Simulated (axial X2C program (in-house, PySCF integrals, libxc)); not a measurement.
## Which molecule gave these maps?

PBE0 fields computed with an in-house all-electron X2C program for linear molecules (integrals from PySCF), 2c, near the equilibrium distance, one atom at z = 0.

The maps cover the half plane through the axis: z from -2.4 to 4.2 Å along the bond, ρ from 0.15 to 2.25 Å away from it.

log10 of the density in e/bohr³:

```
 ρ\z  -2.4  -1.8  -1.2  -0.6   0.0   0.6   1.2   1.8   2.4   3.0   3.6   4.2
0.15  -2.7  -2.3  -1.9  -0.8   0.9  -0.8  -1.4  -1.0   0.2  -1.3  -2.0  -2.8
0.45  -2.7  -2.3  -1.9  -1.3  -0.1  -1.3  -1.5  -1.1  -1.0  -1.4  -2.1  -2.8
0.75  -2.8  -2.4  -2.0  -1.8  -1.3  -1.7  -1.6  -1.3  -1.2  -1.6  -2.2  -2.9
1.05  -2.9  -2.5  -2.2  -2.0  -1.9  -1.9  -1.8  -1.6  -1.5  -1.8  -2.4  -3.0
1.35  -3.0  -2.6  -2.3  -2.2  -2.1  -2.1  -2.0  -1.9  -1.9  -2.1  -2.6  -3.2
1.65  -3.1  -2.8  -2.5  -2.4  -2.3  -2.3  -2.3  -2.2  -2.2  -2.4  -2.8  -3.3
1.95  -3.3  -3.0  -2.7  -2.6  -2.5  -2.5  -2.5  -2.5  -2.5  -2.7  -3.1  -3.5
2.25  -3.5  -3.2  -3.0  -2.8  -2.8  -2.8  -2.8  -2.8  -2.8  -3.0  -3.3  -3.7
```

Electron localisation function (collinear form, no current term, damped to 0 at low density):

```
 ρ\z  -2.4  -1.8  -1.2  -0.6   0.0   0.6   1.2   1.8   2.4   3.0   3.6   4.2
0.15  0.98  0.99  0.61  0.46  0.26  0.38  0.66  0.07  0.96  0.74  0.69  0.27
0.45  0.98  0.99  0.77  0.13  0.82  0.10  0.70  0.64  0.12  0.84  0.69  0.26
0.75  0.97  0.99  0.93  0.06  0.13  0.06  0.73  0.87  0.89  0.88  0.68  0.24
1.05  0.94  0.99  0.98  0.39  0.08  0.33  0.71  0.86  0.91  0.86  0.64  0.20
1.35  0.88  0.98  0.98  0.89  0.58  0.61  0.65  0.80  0.87  0.81  0.55  0.15
1.65  0.72  0.95  0.97  0.95  0.83  0.65  0.57  0.70  0.78  0.70  0.42  0.10
1.95  0.45  0.84  0.93  0.91  0.81  0.59  0.47  0.57  0.64  0.55  0.28  0.06
2.25  0.18  0.58  0.79  0.80  0.69  0.49  0.38  0.43  0.47  0.37  0.16  0.02
```

Axial spin density in 10⁻³ e/bohr³:

```
 ρ\z  -2.4  -1.8  -1.2  -0.6   0.0  0.6  1.2   1.8   2.4   3.0  3.6  4.2
0.15  -1.4  -3.4  -5.8  -1.2  16.9  0.8  1.4   1.4  24.5  23.1  4.6  0.8
0.45  -1.3  -3.1  -5.2  -2.6   0.2  2.9  4.7  14.7  49.1  19.9  4.1  0.8
0.75  -1.1  -2.5  -4.1  -2.9   0.6  4.7  7.0  16.4  30.7  13.8  3.2  0.7
1.05  -0.8  -1.8  -2.9  -2.0   1.4  4.8  6.7  11.6  15.8   8.1  2.3  0.6
1.35  -0.6  -1.2  -1.8  -1.1   1.4  3.8  5.0   7.0   7.9   4.5  1.5  0.4
1.65  -0.4  -0.8  -1.0  -0.5   1.1  2.6  3.3   4.0   4.0   2.4  1.0  0.3
1.95  -0.3  -0.5  -0.6  -0.1   0.8  1.6  2.1   2.3   2.1   1.3  0.6  0.2
2.25  -0.2  -0.3  -0.3   0.0   0.5  1.0  1.2   1.3   1.1   0.8  0.4  0.1
```

Question: Which molecule is it?
A. MgB⁻
B. Li₂⁻
C. LiBr⁺
D. MnN⁺

Answer: A. MgB⁻, with Mg at z = 0 and B at z = 2.256 Å, state Ω = 1 (⟨Sz⟩ = 1.00, ⟨Lz⟩ = 0.00 at PBE0), basis Mg dyall-av3z [10s9p6d4f], B dyall-av3z [8s7p3d2f] (cores contracted in-house). The state is a single determinant with fixed occupations, the lowest that a limited PBE0 search found. Density functionals use the spin component along the axis (collinear). Other states lie close and PBE0, whose exact exchange favours high spin, may order them wrongly; the determinant shown need not be the ground state. The nearest other 2c determinant of the search, Ω = 2, lies 0.35 eV up at the distance of the search. With several unpaired electrons one determinant need not be a pure state. Open-shell Ω = 0 determinants with evenly filled partner blocks cannot be reached by this program, so the Ω shown need not be the lowest component. This is the Ω = 1 component of a π² triplet; the 0⁺ component is not one determinant and can lie lowest. The highest occupied level of some functionals is positive through self-interaction error; at Hartree–Fock it is bound. The determinant is spin-polarised beyond a pure state at some levels (its spin-free form has ⟨S²⟩ too high), which makes Re and μ there less reliable.
